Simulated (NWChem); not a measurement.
Species: Li, doublet

Program: NWChem. Spin-unrestricted. No stability test was run on the SCF state. Fermi-contact couplings, non-relativistic, static geometry.

Problem. Estimate the computed values for PBE/def2-TZVP. Quantities: A(iso) 7Li atom 1 (MHz); <S²>.

Solution. 
```yaml
A(iso) 7Li atom 1 (MHz): 392
"<S²>": 0.750
```
